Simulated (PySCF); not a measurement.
## Ionisation energy of B by level of theory

B [He] 2s2 2p1 (2P) → B+ [He] 2s2 (1S), as a difference of total energies. Calculation: PySCF 2.14, in aug-cc-pwCVDZ (5s4p2d, 27 functions); no relativity, point nucleus. Correlated levels: valence: 1s2 frozen. The calculations carry no spin-orbit coupling.

| method | ionisation energy (eV) |
| --- | --- |
| UHF | 8.021 |
| MP2 (valence) | 8.149 |
| SCS-MP2 (valence) | 8.108 |
| CCSD (valence) | 8.057 |
| CCSD(T) (valence) | 8.083 |
| CCSDT (valence) | 8.093 |
| FCI (valence) | 8.093 |

Errors of the correlated levels include the incompleteness of this basis and the frozen core.

The coupled-cluster amplitudes are large for B+ (T1 above 0.03 or a double amplitude above 0.15), so a single reference is strained.

Which method comes closest to the reference value, and which is furthest?

The reference is 8.297 eV (measured; NIST levels, between the centres of gravity of the two terms). Closest: MP2 (valence) (error -0.148 eV); furthest: UHF (error -0.276 eV).
